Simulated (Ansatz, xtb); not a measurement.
Relative energy of two isomers of C5H10S

We compare a, `CC1(S)CCC1`, a singlet, with b, `C[C@@H]1CC[C@H]1S`, a singlet. Both are isolated molecules in the gas phase, relaxed with B3LYP/def2-SVP; the shapes shown needn't be the lowest conformers.

a (Å):

| atom | x (Å) | y (Å) | z (Å) |
| --- | --- | --- | --- |
| C | -1.4939 | -1.4410 | 0.3302 |
| C | -1.5570 | 0.0790 | 0.4581 |
| C | -0.5578 | 0.6527 | 1.5095 |
| C | 0.4126 | 1.0115 | 0.3552 |
| C | -0.7524 | 0.8230 | -0.6504 |
| S | -3.3013 | 0.6743 | 0.5450 |
| H | -2.0581 | -1.7858 | -0.5497 |
| H | -0.4487 | -1.7799 | 0.2267 |
| H | -1.9148 | -1.9327 | 1.2227 |
| H | -3.6835 | -0.0832 | 1.6012 |
| H | -0.9632 | 1.5442 | 2.0080 |
| H | -0.2020 | -0.0537 | 2.2769 |
| H | 1.2129 | 0.2677 | 0.2222 |
| H | 0.8747 | 2.0092 | 0.3907 |
| H | -0.5542 | 0.2496 | -1.5694 |
| H | -1.2179 | 1.7804 | -0.9296 |

b (Å):

```xyz
16

C    -0.3503   -0.5438   -1.6386
C    -0.5760   -0.4229   -0.1417
C    -0.4426    0.9511    0.5742
C     0.2131    0.2282    1.7796
C     0.5074   -0.9596    0.8326
S     0.4783   -2.6862    1.4180
H    -1.1585   -0.0575   -2.2096
H     0.6019   -0.0739   -1.9378
H    -0.3143   -1.6029   -1.9427
H    -1.5459   -0.8769    0.1283
H    -1.3677    1.5177    0.7610
H     0.2715    1.6088    0.0522
H    -0.5287   -0.0447    2.5467
H     1.0718    0.7048    2.2759
H     1.5069   -0.8510    0.3793
H    -0.7731   -2.6489    1.9349
```

**Question.** Estimate E(b) − E(a) at the level CCSD(T)/def2-SVP + ΔMP2/def2-TZVPP.

**Answer.** CCSD(T)/def2-SVP + ΔMP2/def2-TZVPP gives E(b) − E(a) = −0.79 kcal/mol, slightly favouring structure b, which is too small a margin to settle the true order.

Level by level:

```json
{"level": "GFN2-xTB", "geometry": "GFN2-xTB", "E(b) − E(a) (kcal/mol)": "−0.52", "departure from the last row (kcal/mol)": "+0.26", "job, with rough time for the two": "optimisation, 0.22 s"}
{"level": "HF/STO-3G", "geometry": "GFN2-xTB", "E(b) − E(a) (kcal/mol)": "−2.64", "departure from the last row (kcal/mol)": "−1.85", "job, with rough time for the two": "single point, 0.5 s"}
{"level": "r2SCAN-D4/def2-SVP", "geometry": "GFN2-xTB", "E(b) − E(a) (kcal/mol)": "−0.75", "departure from the last row (kcal/mol)": "+0.04", "job, with rough time for the two": "single point, 6.6 s"}
{"level": "B3LYP/def2-SVP", "geometry": "B3LYP/def2-SVP", "E(b) − E(a) (kcal/mol)": "−2.01", "departure from the last row (kcal/mol)": "−1.23", "job, with rough time for the two": "optimisation, 87 s"}
{"level": "HF/def2-SVP", "geometry": "B3LYP/def2-SVP", "E(b) − E(a) (kcal/mol)": "−1.88", "departure from the last row (kcal/mol)": "−1.10", "job, with rough time for the two": "part of the CCSD(T) run"}
{"level": "MP2/def2-SVP", "geometry": "B3LYP/def2-SVP", "E(b) − E(a) (kcal/mol)": "−0.77", "departure from the last row (kcal/mol)": "+0.01", "job, with rough time for the two": "part of the CCSD(T) run"}
{"level": "CCSD(T)/def2-SVP", "geometry": "B3LYP/def2-SVP", "E(b) − E(a) (kcal/mol)": "−0.88", "departure from the last row (kcal/mol)": "−0.09", "job, with rough time for the two": "single point"}
{"level": "CCSD(T)/def2-SVP + ΔMP2/def2-TZVPP", "geometry": "B3LYP/def2-SVP", "E(b) − E(a) (kcal/mol)": "−0.79", "departure from the last row (kcal/mol)": "", "job, with rough time for the two": "single point, 2 min"}
```

As drawn, both hold the same kinds of bond in the same numbers.

The largest departure from CCSD(T)/def2-SVP + ΔMP2/def2-TZVPP is that of HF/STO-3G, 1.85 kcal/mol. The last row adds to CCSD(T) the change of the MP2 difference between the two basis sets, here +0.09 kcal/mol.

With thermal terms from frequencies at re-optimised GFN2-xTB minima (ideal gas, soft modes damped towards free rotors, one conformer each, 298.15 K, 1 atm): the zero-point term adds +0.26 kcal/mol; ΔH is −0.58 and ΔG −0.63 kcal/mol.

The correlated steps freeze 10 core orbitals. Mirror images aren't counted in ΔG. Programs: Ansatz 0.2.0, xtb 6.7.1; the last row on 2 threads of Arm Neoverse V2 on a shared host.
